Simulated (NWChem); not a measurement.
**[NH2]− (SMILES [NH2-]): levels of theory compared**

Wanted: a comparison of 4 runs (B3LYP/aug-cc-pVTZ, BHLYP/aug-cc-pVTZ, BLYP/aug-cc-pVTZ, TPSS/aug-cc-pVTZ) of [NH2]−. 

The calculation is run with NWChem 7.3.0.

**1. The system as given**

[NH2]−: 3 atoms, total charge -1, spin state singlet. SMILES: `[NH2-]`. Geometry: relaxed at PBE0-D4/def2-TZVPD.

Bond lengths: N1–H2 1.027 Å, N1–H3 1.027 Å. Angles: H2–N1–H3 101.8°.

**2. Energy and forces at B3LYP/aug-cc-pVTZ (run 1)**

Input file h2n.xyz:

```xyz
3
H2N
N      0.342200    -0.203000     0.168700
H      0.125500     0.801200     0.156000
H     -0.467700    -0.598200    -0.324700
```

Input file h2n.nw:

```
start h2n
title "H2N"
memory 2200 mb
charge -1

geometry units angstroms noautosym nocenter noautoz
load format xyz h2n.xyz
end

basis spherical bse
* library aug-cc-pVTZ
end

dft
xc b3lyp
grid fine
convergence energy 1e-08
iterations 100
mulliken
print medium
end

task dft gradient
```

Started as:

```bash
nwchem h2n.nw > h2n.out
```

What it wrote:

```text
[...]
          Wavefunction type:  closed shell.
          No. of atoms     :     3
          No. of electrons :    10
[...]
          Charge           :    -1
          Spin multiplicity:     1
[...]
          AO basis - number of functions:    92
[...]
              XC Information
              --------------
                         B3LYP Method XC Potential
                     Hartree-Fock (Exact) Exchange  0.200
                        Slater Exchange Functional  0.800 local
                    Becke 1988 Exchange Functional  0.720 non-local
              Lee-Yang-Parr Correlation Functional  0.810
                  VWN I RPA Correlation Functional  0.190 local
[...]
 d= 0,ls=0.0,diis     1    -54.8456842502 -6.24D+01  9.26D-01  4.87D+00     1.6
[...]
 d= 0,ls=0.0,diis    11    -55.9339859247 -3.04D-09  7.34D-08  1.47D-11    10.3
         Total DFT energy =      -55.933985924746
      One electron energy =      -93.210681874241
           Coulomb energy =       37.521482223147
    Exchange-Corr. energy =       -7.787639235996
 Nuclear repulsion energy =        7.542852962344
[...]
      Total Density - Mulliken Population Analysis
     ---------------------------------------------
    Atom       Charge   Shell Charges
 -----------   ------   -------------------------------------------------------
    1 N    7     8.19   1.95  0.23  0.92  0.64  0.08  0.99  1.66  1.16  0.53  0.00  0.01  0.00  0.00  0.00
    2 H    1     0.91   0.27  0.43  0.09 -0.00  0.01  0.05  0.04  0.00 -0.00
    3 H    1     0.91   0.27  0.43  0.09 -0.00  0.01  0.05  0.04  0.00 -0.00
[...]
  wavefunction    = closed shell
                         DFT ENERGY GRADIENTS
    atom               coordinates                        gradient
                 x          y          z           x          y          z
   1 N       0.646664  -0.383614   0.318797    0.000974  -0.000569   0.000481
   2 H       0.237161   1.514048   0.294797   -0.000873  -0.000632  -0.000554
   3 H      -0.883825  -1.130434  -0.613594   -0.000101   0.001202   0.000073
[...]
```

Wall time 14 s (1 thread of Intel Xeon Platinum 8488C (Sapphire Rapids), shared host); peak memory 0.11 GiB.

**3. Energy and forces at BHLYP/aug-cc-pVTZ (run 2)**

Input file run.py:

```python
from ase import Atoms
from ase.calculators.nwchem import NWChem

mol = Atoms(['N', 'H', 'H'], positions=[
    [0.342200, -0.203000, 0.168700],
    [0.125500, 0.801200, 0.156000],
    [-0.467700, -0.598200, -0.324700],
])

calc = NWChem(
    label='h2n',
    theory='dft',
    memory='2200 mb',
    basis='aug-cc-pVTZ',
    basispar='spherical bse',
    charge=-1,
    dft={'xc': 'bhlyp', 'mult': '1', 'grid': 'fine', 'convergence': 'energy 1e-08', 'iterations': '100', 'mulliken': None},
)
mol.calc = calc

forces = mol.get_forces()
print("Total energy (eV):", round(mol.get_potential_energy(), 6))
print("forces (eV/A):")
for s, f in zip(mol.symbols, forces):
    print(f"{s:2s} {f[0]:10.5f} {f[1]:10.5f} {f[2]:10.5f}")
print("dipole (e A):", mol.get_dipole_moment().round(4))
```

Started as:

```bash
export ASE_NWCHEM_COMMAND="nwchem PREFIX.nwi > PREFIX.nwo"
python run.py
```

What it wrote:

```text
Total energy (eV): -1520.676753
forces (eV/A):
N    -0.45534    0.26971   -0.22451
H     0.12506   -0.37651    0.02916
H     0.33028    0.10680    0.19535
dipole (e A): [-0.5119  0.3037 -0.2523]
```

The calculator wrote h2n.nwi:

```
title "h2n"

permanent_dir h2n

scratch_dir h2n

start h2n

geometry units angstrom nocenter noautosym noautoz
  N  3.4220000000000000e-01 -2.0300000000000001e-01 1.6869999999999999e-01
  H  1.2550000000000000e-01 8.0120000000000002e-01 1.5600000000000000e-01
  H  -4.6770000000000000e-01 -5.9819999999999995e-01 -3.2469999999999999e-01
end

charge -1

memory 2200 mb

basis spherical bse noprint
   * library aug-cc-pVTZ
end

dft
  xc bhlyp
  mult 1
  grid fine
  convergence energy 1e-08
  iterations 100
  mulliken
end

task dft gradient
```

h2n.nwo, cut to the lines that bear on the results:

```text
[...]
         Total DFT energy =      -55.883840377443
[...]
  wavefunction    = closed shell
                         DFT ENERGY GRADIENTS
    atom               coordinates                        gradient
                 x          y          z           x          y          z
   1 N       0.646664  -0.383614   0.318797    0.008855  -0.005245   0.004366
   2 H       0.237161   1.514048   0.294797   -0.002432   0.007322  -0.000567
   3 H      -0.883825  -1.130434  -0.613594   -0.006423  -0.002077  -0.003799
[...]
```

Wall time 15 s (1 thread of Intel Xeon Platinum 8488C (Sapphire Rapids), shared host); peak memory 0.12 GiB.

Run 3 isn't shown in full; the table further down has it.

**4. Energy and forces at TPSS/aug-cc-pVTZ (run 4)**

Input file mol.nw:

```
start mol
title "H2N"
memory stack 880 mb heap 220 mb global 1100 mb
charge -1

geometry units bohr noautosym nocenter noautoz
 N   0.64666428 -0.38361440  0.31879680
 H   0.23716063  1.51404857  0.29479728
 H  -0.88382491 -1.13043417 -0.61359407
end

basis "ao basis" spherical bse
 * library aug-cc-pVTZ
end

dft
 xc xtpss03 ctpss03
 grid fine
 convergence energy 1e-08
 maxiter 100
 mulliken
 print medium
end

task dft gradient
```

Started as:

```bash
nwchem mol.nw > mol.out
```

What it wrote:

```text
[...]
          Wavefunction type:  closed shell.
          No. of atoms     :     3
          No. of electrons :    10
[...]
          Charge           :    -1
          Spin multiplicity:     1
[...]
          AO basis - number of functions:    92
[...]
              XC Information
              --------------
                  TPSS metaGGA Exchange Functional  1.000
             TPSS03 metaGGA Correlation Functional  1.000
[...]
 d= 0,ls=0.0,diis     1    -54.8565773857 -6.24D+01  9.26D-01  4.81D+00     1.2
[...]
 d= 0,ls=0.0,diis    11    -55.9332524264 -4.45D-09  2.27D-07  6.08D-10    10.6
         Total DFT energy =      -55.933252426385
      One electron energy =      -93.182461009340
           Coulomb energy =       37.495221609995
    Exchange-Corr. energy =       -7.788865447968
 Nuclear repulsion energy =        7.542852420929
[...]
      Total Density - Mulliken Population Analysis
     ---------------------------------------------
    Atom       Charge   Shell Charges
 -----------   ------   -------------------------------------------------------
    1 N    7     8.26   1.96  0.23  0.93  0.70  0.09  0.98  1.65  1.14  0.57  0.00  0.01  0.00  0.00  0.00
    2 H    1     0.87   0.27  0.45  0.07 -0.00  0.01  0.04  0.02  0.00  0.00
    3 H    1     0.87   0.27  0.45  0.07 -0.00  0.01  0.04  0.02  0.00  0.00
[...]
  wavefunction    = closed shell
                         DFT ENERGY GRADIENTS
    atom               coordinates                        gradient
                 x          y          z           x          y          z
   1 N       0.646664  -0.383614   0.318797   -0.005029   0.002992  -0.002478
   2 H       0.237161   1.514049   0.294797    0.000655  -0.005891  -0.000269
   3 H      -0.883825  -1.130434  -0.613594    0.004375   0.002899   0.002747
[...]
```

Run time: 15 s. Hardware: 1 thread of Intel Xeon Platinum 8488C (Sapphire Rapids), shared host; peak memory 0.12 GiB.

**5. All runs side by side**

```
run              level  energy (Eh)  HOMO energy (eV)  LUMO energy (eV)  HOMO–LUMO gap (eV)  wall time
  1  B3LYP/aug-cc-pVTZ   -55.933986              1.65              3.52                1.87       14 s
  2  BHLYP/aug-cc-pVTZ   -55.883840              0.43              3.92                3.49       15 s
  3   BLYP/aug-cc-pVTZ   -55.914974              2.63              3.33                0.70       12 s
  4   TPSS/aug-cc-pVTZ   -55.933252              2.61              3.44                0.82       15 s
```

**6. Results**

| quantity | value |
| --- | --- |
| run 4: total energy | -55.93325 Eh |
| run 4: HOMO energy | 2.61 eV |
| run 4: LUMO energy | 3.44 eV |
| run 4: HOMO–LUMO gap (to an unbound level, set by the basis) | 0.82 eV |
| run 4: largest force on an atom | 0.327 eV/Å |

**Reading.** The HOMO–LUMO gap runs from 0.70 eV (BLYP/aug-cc-pVTZ) to 3.49 eV (BHLYP/aug-cc-pVTZ). The empty levels of an anion lie above zero and hang on the basis. Totals of different functionals can't be ranked against each other. In runs 1, 2, 3, 4 the HOMO lies above zero, so the outermost electron may be held by the basis alone. All runs together took 57 s, the longest 15 s.
